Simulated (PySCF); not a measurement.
# FH₅SSi, a complex of two parts: NMR shifts

Aim: the NMR shifts of `F[SiH3]` with `S`.

Computed with PySCF 2.14.0; each step states its level. No surroundings beyond the atoms listed, unless a continuum is named. Atoms count from 0, parts from 1.

## 1. Starting point

8 atoms, charge 0, multiplicity 1; geometry: GFN2-xTB, MD frame. Parts: 1 = atoms 0–4, `F[SiH3]`, charge 0; 2 = atoms 5–7, `S`, charge 0.

## 2. Shielding tensors: 250 fs

Job settings and geometry (Å):

```
{"job": {"kind": "nmr", "xc": "PBE0", "basis": "pcSseg-1", "pop": false}, "charge": 0, "multiplicity": 1, "parts": [{"atoms": "0-4", "charge": 0, "multiplicity": 1}, {"atoms": "5-7", "charge": 0, "multiplicity": 1}]}
Si    -0.868698     1.421610    -0.112697
F     -0.061291     1.775273    -1.449011
H     -0.351996     0.176391     0.241242
H     -0.499990     2.419278     0.873408
H     -2.298452     1.607373    -0.554009
S      2.670861    -1.318490     0.630367
H      2.090644    -2.293342     0.036080
H      2.168583    -0.409205    -0.167126
```

With the program's defaults for keys left out, this is: GIAO PBE0/pcSseg-1 NMR shielding, non-relativistic, gas phase.

Launch:

```bash
$ OMP_NUM_THREADS=1 python cluster_run.py task.json out
```

The driver reads the jobs from task.json and runs them one after another.

The log of the run:

```text
coarse grid: 7440 points
cycle   1  E = -790.0797401808  dE = -6.712e-02  |g| = 5.451e-01  |ddm| = 2.295e+00
cycle   2  E = -790.0297335586  dE =  5.001e-02  |g| = 8.226e-01  |ddm| = 9.636e-01
cycle   3  E = -790.1312336465  dE = -1.015e-01  |g| = 4.488e-02  |ddm| = 5.567e-01
cycle   4  E = -790.1316943537  dE = -4.607e-04  |g| = 1.726e-02  |ddm| = 7.199e-02
cycle   5  E = -790.1317534827  dE = -5.913e-05  |g| = 1.672e-03  |ddm| = 1.929e-02
cycle   6  E = -790.1317538028  dE = -3.201e-07  |g| = 3.323e-04  |ddm| = 1.766e-03
final grid: 62136 points
cycle   7  E = -790.1557548266  dE = -1.249e-05  |g| = 2.417e-03  |ddm| = 1.130e-02
cycle   8  E = -790.1557551629  dE = -3.363e-07  |g| = 1.890e-03  |ddm| = 4.548e-03
cycle   9  E = -790.1557558326  dE = -6.697e-07  |g| = 1.925e-04  |ddm| = 2.167e-03
cycle  10  E = -790.1557558374  dE = -4.787e-09  |g| = 8.629e-05  |ddm| = 1.564e-04
cycle  11  E = -790.1557558384  dE = -1.014e-09  |g| = 1.339e-05  |ddm| = 5.968e-05
cycle  12  E = -790.1557558385  dE = -3.342e-11  |g| = 1.578e-06  |ddm| = 1.207e-05
converged SCF energy = -790.1557558385

GIAO shielding tensors (ppm)
atom      isotropic    diamagn.    paramagn.     s11        s22        s33       span
  0 Si     356.357     877.670    -521.313    309.748    317.101    442.223    132.475
  1 F      424.773     469.956     -45.183    377.491    439.102    457.725     80.234
  2 H       26.975      31.937      -4.962     22.921     26.094     31.910      8.990
  3 H       26.615      28.921      -2.306     24.316     24.905     30.626      6.310
  4 H       25.768      27.663      -1.894     22.793     24.310     30.202      7.410
  5 S      752.961    1056.477    -303.517    641.971    682.093    934.819    292.848
  6 H       32.041      32.161      -0.120     24.907     27.534     43.682     18.775
  7 H       31.292      31.893      -0.601     24.468     26.053     43.354     18.887

== part 1 alone, relaxed ==
coarse grid: 4576 points
cycle   1  E = -390.8767833690  dE = -5.482e-02  |g| = 5.192e-01  |ddm| = 1.831e+00
cycle   2  E = -390.8219410681  dE =  5.484e-02  |g| = 8.130e-01  |ddm| = 8.588e-01
cycle   3  E = -390.9195068186  dE = -9.757e-02  |g| = 1.874e-02  |ddm| = 5.259e-01
cycle   4  E = -390.9195592381  dE = -5.242e-05  |g| = 7.050e-03  |ddm| = 2.433e-02
cycle   5  E = -390.9195665294  dE = -7.291e-06  |g| = 5.310e-04  |ddm| = 6.808e-03
final grid: 39648 points
cycle   6  E = -390.9353637661  dE = -9.602e-06  |g| = 9.230e-04  |ddm| = 4.967e-03
cycle   7  E = -390.9353638252  dE = -5.912e-08  |g| = 4.288e-04  |ddm| = 8.710e-04
cycle   8  E = -390.9353638412  dE = -1.591e-08  |g| = 1.437e-04  |ddm| = 3.262e-04
cycle   9  E = -390.9353638437  dE = -2.567e-09  |g| = 5.259e-05  |ddm| = 1.074e-04
cycle  10  E = -390.9353638441  dE = -3.746e-10  |g| = 4.453e-06  |ddm| = 3.074e-05
converged SCF energy = -390.9353638441

GIAO shielding tensors (ppm)
atom      isotropic    diamagn.    paramagn.     s11        s22        s33       span
  0 Si     359.381     877.020    -517.639    316.478    316.523    445.143    128.665
  1 F      423.308     469.542     -46.234    383.405    443.169    443.350     59.945
  2 H       26.541      28.746      -2.205     23.660     25.127     30.837      7.177
  3 H       26.540      28.745      -2.206     23.658     25.126     30.836      7.178
  4 H       26.541      28.747      -2.207     23.658     25.127     30.837      7.179

== part 2 alone, relaxed ==
coarse grid: 2864 points
cycle   1  E = -399.2102463719  dE = -6.642e-02  |g| = 1.648e-01  |ddm| = 1.346e+00
cycle   2  E = -399.2139242361  dE = -3.678e-03  |g| = 1.499e-01  |ddm| = 4.194e-01
cycle   3  E = -399.2202316081  dE = -6.307e-03  |g| = 1.087e-02  |ddm| = 1.885e-01
cycle   4  E = -399.2202428756  dE = -1.127e-05  |g| = 1.084e-03  |ddm| = 5.963e-03
cycle   5  E = -399.2202430993  dE = -2.237e-07  |g| = 3.683e-04  |ddm| = 1.254e-03
final grid: 22496 points
cycle   6  E = -399.2279833392  dE = -4.952e-06  |g| = 2.488e-03  |ddm| = 1.004e-02
cycle   7  E = -399.2279836757  dE = -3.365e-07  |g| = 2.112e-03  |ddm| = 5.131e-03
cycle   8  E = -399.2279846088  dE = -9.331e-07  |g| = 3.540e-05  |ddm| = 2.412e-03
cycle   9  E = -399.2279846091  dE = -3.436e-10  |g| = 1.478e-05  |ddm| = 5.285e-05
converged SCF energy = -399.2279846091

GIAO shielding tensors (ppm)
atom      isotropic    diamagn.    paramagn.     s11        s22        s33       span
  0 S      732.401    1055.778    -323.377    604.694    674.894    917.614    312.920
  1 H       30.934      30.032       0.902     24.128     26.649     42.025     17.897
  2 H       30.939      30.040       0.899     24.133     26.652     42.033     17.901
```

It took 7.1 s on 1 thread of Arm Neoverse N1, shared host; peak memory 0.38 GiB.

Shifts follow as δ = σ(reference) − σ, with reference shieldings (ppm) from runs at the same level and on the same kind of geometry: 1H TMS 31.72, 29Si TMS 349.2, 19F CFCl3 170.9, 33S CS2 504. The references are single molecules in the gas phase, so shifts against H2O, NH3, PH3, H3PO4 or CFCl3 are not on the usual liquid scales and can be off by tens of ppm. Each atom is listed at this fixed geometry, with no averaging over motion; a spectrum would average atoms that exchange fast.

```
atoms                        environment  σ (ppm)  δ (ppm)
   H4  hydrogen on a silicon bonded to F    25.77     5.95
   H3  hydrogen on a silicon bonded to F    26.62     5.10
   H2  hydrogen on a silicon bonded to F    26.97     4.74
   H7               hydrogen on a sulfur    31.29     0.43
   H6               hydrogen on a sulfur    32.04    -0.32
  Si0           silicon bonded to F, 3 H    356.4     -7.2
   F1              fluorine bonded to Si    424.8   -253.8
   S5               sulfur bonded to 2 H      753     -249
```

## 3. Nuclear shieldings: 400 fs

Job settings and geometry (Å):

```
{"job": {"kind": "nmr", "xc": "PBE0", "basis": "pcSseg-1", "pop": false}, "charge": 0, "multiplicity": 1, "parts": [{"atoms": "0-4", "charge": 0, "multiplicity": 1}, {"atoms": "5-7", "charge": 0, "multiplicity": 1}]}
Si    -0.855602     1.922828    -0.834350
F      0.387751     1.837899    -1.720206
H     -1.661258     0.822197    -1.135063
H     -0.165852     1.872948     0.415448
H     -1.772158     3.029779    -0.851081
S      3.645215    -1.472716     0.900734
H      4.081829    -0.528585     1.667377
H      2.963490    -0.694193     0.116658
```

Level: GIAO PBE0/pcSseg-1 NMR shielding, non-relativistic, gas phase.

The log of the run:

```text
coarse grid: 7440 points
cycle   1  E = -790.0727033950  dE =  3.305e-02  |g| = 5.224e-01  |ddm| = 2.328e+00
cycle   2  E = -790.0371961390  dE =  3.551e-02  |g| = 7.456e-01  |ddm| = 8.652e-01
cycle   3  E = -790.1187558828  dE = -8.156e-02  |g| = 4.363e-02  |ddm| = 4.849e-01
cycle   4  E = -790.1191875275  dE = -4.316e-04  |g| = 1.563e-02  |ddm| = 6.411e-02
cycle   5  E = -790.1192343435  dE = -4.682e-05  |g| = 1.545e-03  |ddm| = 1.695e-02
cycle   6  E = -790.1192346237  dE = -2.803e-07  |g| = 2.784e-04  |ddm| = 1.652e-03
final grid: 62136 points
cycle   7  E = -790.1435569967  dE = -1.566e-05  |g| = 2.494e-03  |ddm| = 1.165e-02
cycle   8  E = -790.1435573652  dE = -3.685e-07  |g| = 2.023e-03  |ddm| = 4.682e-03
cycle   9  E = -790.1435581084  dE = -7.432e-07  |g| = 2.609e-04  |ddm| = 2.145e-03
cycle  10  E = -790.1435581162  dE = -7.818e-09  |g| = 1.050e-04  |ddm| = 2.048e-04
cycle  11  E = -790.1435581178  dE = -1.547e-09  |g| = 1.132e-05  |ddm| = 6.238e-05
cycle  12  E = -790.1435581178  dE = -2.660e-11  |g| = 1.378e-06  |ddm| = 1.124e-05
converged SCF energy = -790.1435581178

GIAO shielding tensors (ppm)
atom      isotropic    diamagn.    paramagn.     s11        s22        s33       span
  0 Si     366.737     879.299    -512.562    299.651    323.830    476.729    177.077
  1 F      417.506     468.498     -50.992    360.378    415.461    476.680    116.302
  2 H       27.334      31.129      -3.795     24.351     25.846     31.805      7.454
  3 H       26.890      31.023      -4.133     23.221     25.817     31.631      8.410
  4 H       26.702      28.995      -2.293     24.099     25.234     30.772      6.673
  5 S      758.525    1056.383    -297.858    659.852    675.923    939.799    279.947
  6 H       31.752      31.265       0.486     24.610     27.231     43.415     18.806
  7 H       31.487      32.518      -1.031     24.261     26.398     43.802     19.541
```

It took 4.6 s on 1 thread of Arm Neoverse N1, shared host; peak memory 0.39 GiB.

In short: δ Si0 -17.6, F1 -246.6, S5 -255, H4 5.02, H3 4.83 ppm.

## 4. Shielding tensors: 550 fs

Job settings and geometry (Å):

```
{"job": {"kind": "nmr", "xc": "PBE0", "basis": "pcSseg-1", "pop": false}, "charge": 0, "multiplicity": 1, "parts": [{"atoms": "0-4", "charge": 0, "multiplicity": 1}, {"atoms": "5-7", "charge": 0, "multiplicity": 1}]}
Si    -0.486936     2.015080    -0.665411
F      1.087268     1.894353    -1.331084
H     -0.816601     0.613519    -0.859253
H     -0.616291     2.280577     0.779818
H     -0.900431     2.674353    -1.908465
S      3.479416    -1.445299     1.232866
H      2.959461    -1.032055     0.106019
H      4.551924    -2.057240     0.769189
```

Level: GIAO PBE0/pcSseg-1 NMR shielding, non-relativistic, gas phase.

The log of the run:

```text
coarse grid: 7440 points
cycle   1  E = -790.0454502639  dE = -1.639e-01  |g| = 5.938e-01  |ddm| = 2.254e+00
cycle   2  E = -789.9512133899  dE =  9.424e-02  |g| = 1.005e+00  |ddm| = 1.260e+00
cycle   3  E = -790.1112338441  dE = -1.600e-01  |g| = 5.688e-02  |ddm| = 7.986e-01
cycle   4  E = -790.1119991681  dE = -7.653e-04  |g| = 2.168e-02  |ddm| = 8.773e-02
cycle   5  E = -790.1120904424  dE = -9.127e-05  |g| = 2.479e-03  |ddm| = 2.333e-02
cycle   6  E = -790.1120913857  dE = -9.433e-07  |g| = 4.763e-04  |ddm| = 2.685e-03
final grid: 62136 points
cycle   7  E = -790.1355927979  dE = -1.089e-05  |g| = 2.530e-03  |ddm| = 1.096e-02
cycle   8  E = -790.1355931612  dE = -3.633e-07  |g| = 2.054e-03  |ddm| = 4.774e-03
cycle   9  E = -790.1355939468  dE = -7.856e-07  |g| = 2.791e-04  |ddm| = 2.228e-03
cycle  10  E = -790.1355939566  dE = -9.801e-09  |g| = 9.266e-05  |ddm| = 2.160e-04
cycle  11  E = -790.1355939579  dE = -1.251e-09  |g| = 1.119e-05  |ddm| = 6.565e-05
cycle  12  E = -790.1355939579  dE = -2.365e-11  |g| = 1.118e-06  |ddm| = 1.161e-05
converged SCF energy = -790.1355939579

GIAO shielding tensors (ppm)
atom      isotropic    diamagn.    paramagn.     s11        s22        s33       span
  0 Si     342.374     877.392    -535.018    272.402    305.899    448.820    176.418
  1 F      419.397     473.581     -54.184    335.119    410.862    512.210    177.091
  2 H       26.345      31.262      -4.917     23.377     25.529     30.128      6.751
  3 H       25.641      28.316      -2.675     23.267     24.506     29.151      5.885
  4 H       25.098      27.456      -2.358     21.316     23.864     30.114      8.798
  5 S      740.492    1056.900    -316.408    640.618    664.929    915.928    275.310
  6 H       30.853      31.578      -0.724     23.656     26.184     42.721     19.065
  7 H       30.893      29.685       1.208     24.003     26.374     42.302     18.298
```

Wall time 4.6 s (1 thread of Arm Neoverse N1, shared host); peak memory 0.39 GiB.

In short: δ Si0 6.8, F1 -248.5, S5 -237, H4 6.62, H3 6.08 ppm.

## 5. Shielding tensors: 700 fs

Job settings and geometry (Å):

```
{"job": {"kind": "nmr", "xc": "PBE0", "basis": "pcSseg-1", "pop": false}, "charge": 0, "multiplicity": 1, "parts": [{"atoms": "0-4", "charge": 0, "multiplicity": 1}, {"atoms": "5-7", "charge": 0, "multiplicity": 1}]}
Si    -0.282386     1.345742    -0.201323
F      0.921991     2.328165    -0.774748
H     -1.398954     1.370777    -1.105320
H      0.433891     0.020894    -0.493443
H     -0.566804     1.569347     1.143003
S      3.442254    -1.292118     1.649571
H      3.460492    -0.247666     0.844830
H      4.521753    -0.754291     2.311004
```

Method: GIAO PBE0/pcSseg-1 NMR shielding, non-relativistic, gas phase.

The log of the run:

```text
coarse grid: 7440 points
cycle   1  E = -790.0765989652  dE = -1.708e-01  |g| = 5.513e-01  |ddm| = 2.258e+00
cycle   2  E = -790.0142534049  dE =  6.235e-02  |g| = 8.714e-01  |ddm| = 1.026e+00
cycle   3  E = -790.1311852669  dE = -1.169e-01  |g| = 5.107e-02  |ddm| = 6.103e-01
cycle   4  E = -790.1318047202  dE = -6.195e-04  |g| = 2.023e-02  |ddm| = 8.058e-02
cycle   5  E = -790.1318913053  dE = -8.659e-05  |g| = 2.189e-03  |ddm| = 2.229e-02
cycle   6  E = -790.1318918968  dE = -5.914e-07  |g| = 4.291e-04  |ddm| = 2.286e-03
final grid: 62136 points
cycle   7  E = -790.1553976258  dE = -1.122e-05  |g| = 2.654e-03  |ddm| = 1.132e-02
cycle   8  E = -790.1553979791  dE = -3.532e-07  |g| = 2.189e-03  |ddm| = 5.305e-03
cycle   9  E = -790.1553989746  dE = -9.956e-07  |g| = 1.255e-04  |ddm| = 2.565e-03
cycle  10  E = -790.1553989778  dE = -3.172e-09  |g| = 5.376e-05  |ddm| = 1.464e-04
cycle  11  E = -790.1553989782  dE = -3.988e-10  |g| = 2.126e-05  |ddm| = 4.167e-05
converged SCF energy = -790.1553989782

GIAO shielding tensors (ppm)
atom      isotropic    diamagn.    paramagn.     s11        s22        s33       span
  0 Si     352.823     877.580    -524.757    293.606    315.415    449.448    155.843
  1 F      425.646     468.603     -42.957    387.954    420.574    468.410     80.457
  2 H       26.637      29.428      -2.791     23.767     25.054     31.089      7.323
  3 H       25.679      30.096      -4.417     22.700     24.797     29.539      6.839
  4 H       27.173      30.422      -3.249     24.910     25.237     31.372      6.462
  5 S      718.441    1055.793    -337.351    555.092    690.798    909.434    354.342
  6 H       30.842      31.478      -0.636     23.860     26.665     42.001     18.141
  7 H       29.961      26.897       3.064     23.169     26.169     40.546     17.377
```

Run time: 4.5 s. Hardware: 1 thread of Arm Neoverse N1, shared host; peak memory 0.39 GiB.

In short: δ Si0 -3.7, F1 -254.7, S5 -215, H3 6.04, H2 5.08 ppm.

## 6. Nuclear shieldings: 850 fs

Job settings and geometry (Å):

```
{"job": {"kind": "nmr", "xc": "PBE0", "basis": "pcSseg-1", "pop": false}, "charge": 0, "multiplicity": 1, "parts": [{"atoms": "0-4", "charge": 0, "multiplicity": 1}, {"atoms": "5-7", "charge": 0, "multiplicity": 1}]}
Si    -0.026076     0.882286     0.004129
F      0.720338     1.929283    -0.888006
H      0.348948    -0.342531    -0.701004
H      0.543103     1.018994     1.313298
H     -1.385656     1.330516    -0.131132
S      3.903653    -1.671903     2.020870
H      4.667678    -0.652505     2.370186
H      4.676105    -2.105345     1.021710
```

Level: GIAO PBE0/pcSseg-1 NMR shielding, non-relativistic, gas phase.

The log of the run:

```text
coarse grid: 7440 points
cycle   1  E = -790.0781810368  dE = -6.385e-02  |g| = 5.506e-01  |ddm| = 2.287e+00
cycle   2  E = -790.0347717618  dE =  4.341e-02  |g| = 8.039e-01  |ddm| = 9.392e-01
cycle   3  E = -790.1307710352  dE = -9.600e-02  |g| = 4.287e-02  |ddm| = 5.313e-01
cycle   4  E = -790.1312028899  dE = -4.319e-04  |g| = 1.742e-02  |ddm| = 6.717e-02
cycle   5  E = -790.1312649975  dE = -6.211e-05  |g| = 1.663e-03  |ddm| = 1.923e-02
cycle   6  E = -790.1312653088  dE = -3.113e-07  |g| = 3.257e-04  |ddm| = 1.705e-03
final grid: 62136 points
cycle   7  E = -790.1554970706  dE = -1.490e-05  |g| = 2.654e-03  |ddm| = 1.139e-02
cycle   8  E = -790.1554974920  dE = -4.214e-07  |g| = 2.117e-03  |ddm| = 5.176e-03
cycle   9  E = -790.1554983913  dE = -8.993e-07  |g| = 9.626e-05  |ddm| = 2.438e-03
cycle  10  E = -790.1554983931  dE = -1.759e-09  |g| = 2.945e-05  |ddm| = 1.074e-04
cycle  11  E = -790.1554983932  dE = -1.330e-10  |g| = 1.391e-05  |ddm| = 2.719e-05
converged SCF energy = -790.1554983932

GIAO shielding tensors (ppm)
atom      isotropic    diamagn.    paramagn.     s11        s22        s33       span
  0 Si     357.125     877.727    -520.602    314.724    322.756    433.896    119.172
  1 F      420.702     467.995     -47.294    360.747    441.273    460.086     99.339
  2 H       26.220      29.779      -3.560     23.883     24.524     30.253      6.370
  3 H       26.637      29.865      -3.229     24.401     24.844     30.665      6.264
  4 H       26.570      29.404      -2.834     23.279     25.256     31.175      7.896
  5 S      727.248    1056.492    -329.244    627.164    645.558    909.021    281.857
  6 H       30.757      29.171       1.586     24.281     26.260     41.730     17.450
  7 H       30.475      28.860       1.614     23.988     26.061     41.375     17.387
```

Run time: 4.5 s. Hardware: 1 thread of Arm Neoverse N1, shared host; peak memory 0.39 GiB.

In short: δ Si0 -8.0, F1 -249.8, S5 -224, H2 5.50, H4 5.15 ppm.

## 7. Nuclear shieldings: 1000 fs

Job settings and geometry (Å):

```
{"job": {"kind": "nmr", "xc": "PBE0", "basis": "pcSseg-1", "pop": false}, "charge": 0, "multiplicity": 1, "parts": [{"atoms": "0-4", "charge": 0, "multiplicity": 1}, {"atoms": "5-7", "charge": 0, "multiplicity": 1}]}
Si    -0.177080     0.611915    -0.073729
F      0.652987     1.843237    -0.682817
H      0.507919    -0.514394    -0.790136
H     -0.020895     0.413705     1.352727
H     -1.510833     0.764315    -0.092416
S      4.057630    -1.805418     2.374042
H      2.667204    -1.729603     2.076769
H      4.295674    -2.875357     1.531441
```

Method: GIAO PBE0/pcSseg-1 NMR shielding, non-relativistic, gas phase.

The log of the run:

```text
coarse grid: 7440 points
cycle   1  E = -790.0700974019  dE = -1.507e-01  |g| = 5.351e-01  |ddm| = 2.271e+00
cycle   2  E = -790.0197980483  dE =  5.030e-02  |g| = 8.139e-01  |ddm| = 1.009e+00
cycle   3  E = -790.1219476654  dE = -1.021e-01  |g| = 5.013e-02  |ddm| = 5.956e-01
cycle   4  E = -790.1225372734  dE = -5.896e-04  |g| = 2.024e-02  |ddm| = 7.665e-02
cycle   5  E = -790.1226262132  dE = -8.894e-05  |g| = 2.331e-03  |ddm| = 2.279e-02
cycle   6  E = -790.1226269092  dE = -6.961e-07  |g| = 4.370e-04  |ddm| = 2.543e-03
final grid: 62136 points
cycle   7  E = -790.1466460492  dE = -1.247e-05  |g| = 2.838e-03  |ddm| = 1.139e-02
cycle   8  E = -790.1466463517  dE = -3.025e-07  |g| = 2.506e-03  |ddm| = 5.898e-03
cycle   9  E = -790.1466477500  dE = -1.398e-06  |g| = 1.430e-04  |ddm| = 2.922e-03
cycle  10  E = -790.1466477530  dE = -2.978e-09  |g| = 7.578e-05  |ddm| = 1.488e-04
cycle  11  E = -790.1466477538  dE = -7.559e-10  |g| = 2.120e-05  |ddm| = 5.587e-05
converged SCF energy = -790.1466477538

GIAO shielding tensors (ppm)
atom      isotropic    diamagn.    paramagn.     s11        s22        s33       span
  0 Si     361.962     877.870    -515.908    285.492    319.684    480.710    195.218
  1 F      427.731     468.018     -40.286    378.410    447.367    457.418     79.009
  2 H       25.976      29.298      -3.323     23.646     24.090     30.190      6.544
  3 H       26.696      29.970      -3.274     24.364     25.359     30.366      6.003
  4 H       27.637      31.074      -3.437     24.316     26.257     32.337      8.021
  5 S      646.458    1054.723    -408.266    513.314    594.519    831.540    318.226
  6 H       28.515      29.344      -0.830     22.424     24.997     38.123     15.699
  7 H       29.131      28.334       0.798     22.899     25.771     38.724     15.826
```

Wall time 4.5 s (1 thread of Arm Neoverse N1, shared host); peak memory 0.39 GiB.

In short: δ Si0 -12.8, F1 -256.8, S5 -143, H2 5.74, H3 5.02 ppm.

## 8. Run by run: NMR shifts

Shifts (ppm) of some atoms, chosen among heavy atoms and hydrogens apart, with basis size and wall time:

```csv
frame,H4,H2,H7,H6,Si0,F1,S5,functions,time
250 fs,5.95,4.74,0.43,-0.32,-7.2,-253.8,-249,90,7.1 s
400 fs,5.02,4.38,0.23,-0.03,-17.6,-246.6,-255,90,4.6 s
550 fs,6.62,5.37,0.82,0.86,6.8,-248.5,-237,90,4.6 s
700 fs,4.54,5.08,1.76,0.87,-3.7,-254.7,-215,90,4.5 s
850 fs,5.15,5.50,1.24,0.96,-8.0,-249.8,-224,90,4.5 s
1000 fs,4.08,5.74,2.59,3.20,-12.8,-256.8,-143,90,4.5 s
```

## 9. What came out

| quantity | value |
| --- | --- |
| 1H shifts against TMS (PBE0/pcSseg-1, 250 fs) | 5.95, 5.10, 4.74, 0.43, -0.32 ppm |
| 29Si shifts against TMS (PBE0/pcSseg-1, 250 fs) | -7.2 ppm |
| 19F shifts against CFCl3 (PBE0/pcSseg-1, 250 fs) | -253.8 ppm |
| 33S shifts against CS2 (PBE0/pcSseg-1, 250 fs) | -249 ppm |
| range of the shift of S5 | -255 to -143 ppm |

In words: Shifts at one fixed geometry are not the observed spectrum, which averages over the motion. In the first frame run (250 fs): The largest span, 293 ppm, is at S5, where the paramagnetic term is -304 ppm. Across the 6 runs the shift of S5 moves most, between -255 (400 fs) and -143 ppm (1000 fs).
